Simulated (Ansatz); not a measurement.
The input, for Ansatz 0.2.0:

```yaml
crystal:
  periodic: [false, false, false]
  atoms:
    - {symbol: Ge, position_ang: [0.000000, 0.059541, 0.505922]}
    - {symbol: B, position_ang: [0.000000, 0.451319, -1.675815]}
    - {symbol: N, position_ang: [0.000000, -0.753893, -1.154331]}
    - {symbol: H, position_ang: [0.000000, 1.344614, -2.445184]}
basis:
  gaussian: {orbitals: cc-pVDZ}
magnetization: {spin_polarized: false, initial_magnetization: 3}
correlation: {method: ccsd_t, electrons: outside_noble_gas}
```

```sh
$ ansatz run in.yaml --threads 1 --pin off --events-out ev --progress --plain --max-ram 2393MiB
```

The program prints:

```
640 factors; integrals over basis functions are off by at most 8.0e-4 eV
mean field evaluation 1: about -58635.4566 eV, gradient 2.8e1 eV
mean field evaluation 2: about -58635.5421 eV, gradient 2.8e1 eV
mean field evaluation 4: about -58638.3755 eV, gradient 4.2e0 eV
mean field evaluation 8: about -58638.6139 eV, gradient 6.0e-1 eV
mean field evaluation 16: about -58638.6406 eV, gradient 8.0e-6 eV
mean field evaluation 32: about -58637.4671 eV, gradient 2.4e0 eV
mean field evaluation 64: about -58637.6315 eV, gradient 5.8e-1 eV
mean field evaluation 96: about -58638.6288 eV, gradient 7.2e-1 eV
mean field evaluation 128: about -58637.6018 eV, gradient 2.0e-2 eV
mean field evaluation 160: about -58633.0350 eV, gradient 5.5e-2 eV
...
mean field evaluation 704: about -58637.8477 eV, gradient 2.7e-4 eV
determinant -58638.64056652 eV, -2154.9302941216 hartree, with singles and doubles -58647.01680945 eV, -2155.2381153716 hartree
determinant -58637.60182299 eV, -2154.8921210009 hartree, with singles and doubles -58645.51251794 eV, -2155.1828336784 hartree
determinant -58635.42435666 eV, -2154.8121005892 hartree, with singles and doubles -58643.94755421 eV, -2155.1253223218 hartree
determinant -58635.31260851 eV, -2154.8079939205 hartree, with singles and doubles -58643.31713538 eV, -2155.1021548570 hartree
16 core orbitals not correlated: weight in the atoms' cores, before any rotation towards them, 0.997 or more for the frozen orbitals, at most 0.003 for the correlated occupied ones
reference -58638.64056652 eV, -2154.9302941216 hartree; 8, 5 occupied and 36, 39 virtual orbitals, 640 factors
second order -7.81220151 eV of doubles, -0.06216204 eV of singles
cycle   1  -8.37725514 eV  change   -1.0e-3 eV  update   2.6e-3
cycle   2  -8.37770677 eV  change   -4.5e-4 eV  update   1.8e-3
cycle   3  -8.37773827 eV  change   -3.2e-5 eV  update   9.6e-4
cycle   4  -8.37790281 eV  change   -1.6e-4 eV  update   4.4e-4
cycle   5  -8.37886944 eV  change   -9.7e-4 eV  update   1.7e-4
cycle   6  -8.37899642 eV  change   -1.3e-4 eV  update   9.1e-5
cycle   7  -8.37891141 eV  change    8.5e-5 eV  update   5.6e-5
cycle   8  -8.37889382 eV  change    1.8e-5 eV  update   2.1e-5
cycle   9  -8.37888865 eV  change    5.2e-6 eV  update   9.9e-6
perturbative correction -0.39091914 eV, -0.0143660133 hartree
Total energy: -58647.41037431 eV, -2155.2525786134 hartree
```

Ran on 1 thread of Arm Neoverse V2, shared host: 11 s wall, 0.16 GiB peak host memory.
